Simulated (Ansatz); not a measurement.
in.yaml

```yaml
crystal:
  periodic: [false, false, false]
  atoms:
    - {symbol: Si, position_ang: [-0.001550, -0.073165, 0.002174]}
    - {symbol: H, position_ang: [-0.002383, 0.989692, 1.106821]}
    - {symbol: H, position_ang: [0.045581, 1.049002, -1.167392]}
basis:
  gaussian: {orbitals: aug-cc-pVDZ}
total_charge: -1
magnetization: {spin_polarized: false, initial_magnetization: 1}
correlation: {active_space: {window: {electrons: 1, orbitals: 10}, states: [{multiplicity: 2, weights: [0.5, 1, 1]}]}}
output: {forces: true}
```

```sh
$ ansatz run in.yaml --threads 1 --pin off --events-out ev --progress --plain --max-ram 2393MiB
```

Log:

```
775 factors; integrals over basis functions are off by at most 2.5e-7 eV
mean field evaluation 1: about -7891.4671 eV, gradient 9.9e0 eV
mean field evaluation 2: about -7891.4672 eV, gradient 9.9e0 eV
mean field evaluation 4: about -7892.2737 eV, gradient 1.1e0 eV
mean field evaluation 8: about -7892.2914 eV, gradient 1.5e-3 eV
mean field evaluation 16: about -7892.0193 eV, gradient 2.0e0 eV
mean field -7892.29135945 eV, -290.0363578725 hartree, gradient 1.2e-6 eV, S^2 0.750000; 2 other end points of the search recorded, 0 dependent functions left out
reference -7892.29135945 eV, -290.0363578725 hartree; 9, 8 occupied and 36, 37 virtual orbitals, 775 factors
state -7892.06492217 eV, -290.0280364561 hartree
state -7890.58317205 eV, -289.9735831434 hartree
state -7890.07240315 eV, -289.9548127327 hartree
the calculation of the forces begins
Total energy: -7890.67521452 eV, -289.9769656417 hartree
Atom 0 at    -0.001550    -0.073165     0.002174 Å, force     0.031922     0.789031    -0.763143 eV/Å
Atom 1 at    -0.002383     0.989692     1.106821 Å, force     0.000530    -0.027820    -0.053633 eV/Å
Atom 2 at     0.045581     1.049002    -1.167392 Å, force    -0.032452    -0.761211     0.816776 eV/Å
Dipole moment:     0.013939     0.756182     0.078904 e Å
```

Natural occupations, averaged over the states: 0.4000 0.4000 0.2000 0.0000 0.0000 0.0000 0.0000 0.0000 0.0000 0.0000.

The total printed last is the weighted mean of the 3 states, 1.390 eV above the lowest of them, and is no single state's energy. Before any correction even the lowest state lies above the reference determinant, by 0.23 eV, so the averaged orbitals or the space serve it badly.

Forces (eV/Å):
```
Si   0.032  0.789 -0.763
H    0.001 -0.028 -0.054
H   -0.032 -0.761  0.817
```

Ran on 1 thread of Arm Neoverse V2, shared host: 1.2 s wall, 0.1 GiB peak host memory.
